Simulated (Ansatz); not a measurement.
A made-up structure of C2H5N, closed shell:

```
8
angstrom
C -0.4712 0.5919 -0.3160
C 0.6631 -0.1710 0.2843
N 0.6978 -1.3950 0.5936
H -0.1684 1.0328 -1.2707
H -1.3423 -0.0454 -0.4802
H -0.7567 1.4228 0.3364
H 1.4725 -2.0389 0.7539
H -0.1942 -1.8457 0.3761
```

It is relaxed with PBE-D4/def2-SVP and then PBE0-D4/def2-TZVP (Ansatz 0.2.0). Atoms count as bonded within 1.22 times the sum of their covalent radii (H–H: 0.88 Å). The end point is not checked to be a true minimum.

(1) Does its bonding change? (Judge from chemistry; the calculation decides.)

Results:

(1) The calculation gives: No: no bond forms or breaks.

Where it ends: The first stage lowers the energy by 0.71 eV in 8 steps. It ends as C₂H₅N ([CH3][C][NH2]):
| atom | x (Å) | y (Å) | z (Å) |
| --- | --- | --- | --- |
| C1 | -0.4335 | 0.5432 | -0.2905 |
| C2 | 0.7980 | -0.0937 | 0.2470 |
| N3 | 0.6255 | -1.3623 | 0.4755 |
| H4 | -0.1960 | 1.0091 | -1.2515 |
| H5 | -1.3029 | -0.1278 | -0.4202 |
| H6 | -0.7161 | 1.3696 | 0.3685 |
| H7 | 1.3789 | -1.9237 | 0.8429 |
| H8 | -0.2533 | -1.8630 | 0.3058 |

Labels in which every atom is bracketed show which atoms are joined, not bond orders.

For scale, one of the runs: PBE0-D4/def2-TZVP relaxation, 123 basis functions, launched by `ansatz run in.yaml --threads 2 --pin off --events-out ev --progress --plain --max-ram 4352MiB`. Hardware: 2 CPU threads of an Arm Neoverse V2, shared host. Wall time about 9 s.
